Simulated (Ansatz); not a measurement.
A nudged elastic band was laid between two geometries of AlBFH₃ (6 atoms, charge 0, multiplicity 1).

Method: RKS PBE-D4/def2-SVP (Ansatz).

```yaml
movable_images: 7
climbing_image: yes
spring: 5.0 eV/Å²
optimiser: quadratic models (default)
start_path: IDPP
force_threshold: 0.5 eV/Å
iteration_limit: 60
end_points: relaxed
```

First end point:

```xyz
6
Properties=species:S:1:pos:R:3
B -0.817 0.424 -0.668
Al 0.714 -0.314 0.607
F 1.181 -1.928 0.435
H -1.999 0.386 -0.369
H -0.582 0.939 -1.749
H 1.503 0.493 1.744
```

Last end point:

```xyz
6
Properties=species:S:1:pos:R:3
B -0.817 0.424 -0.668
Al 0.715 -0.313 0.606
F 1.182 -1.927 0.435
H -0.588 0.937 -1.751
H -1.998 0.384 -0.364
H 1.506 0.495 1.741
```

(1) What changes between the two ends?

(2) What energy profile does the band end with?

(3) What is the geometry of the highest image?

Answers

(1) No bond is made or broken. The dihedral H4–B1–Al2–F3 goes from 91 to -90°. The two ends are copies of one structure, up to a mirror image or an exchange of like atoms.

(2) The run converged. The highest image is number 4 of 0 to 8, 2.6 kcal/mol above the ends, which have the same energy within 2 meV. The threshold of 0.5 eV/Å is loose, so the images may lie well off the minimum-energy path. The order of the stationary point at the top wasn't checked.

| image | path coordinate (Å) | energy (kcal/mol) | dihedral H4–B1–Al2–F3 (°) |
| --- | --- | --- | --- |
| 0 | 0.00 | 0.0 | 91 |
| 1 | 0.46 | 0.5 | 73 |
| 2 | 0.92 | 1.6 | 50 |
| 3 | 1.39 | 2.3 | 26 |
| 4 | 1.85 | 2.6 | 0 |
| 5 | 2.31 | 2.4 | -26 |
| 6 | 2.77 | 1.6 | -50 |
| 7 | 3.24 | 0.6 | -73 |
| 8 | 3.70 | 0.0 | -90 |

(3) 
```xyz
6
Properties=species:S:1:pos:R:3
B -0.881 0.421 -0.619
Al 0.751 -0.371 0.531
F 0.868 -1.973 1.046
H -1.850 -0.213 -0.993
H -0.878 1.601 -0.951
H 1.990 0.535 0.985
```

Run time: 24 s on 1 thread of Arm Neoverse V1, on a shared host, peak memory 0.1 GiB.
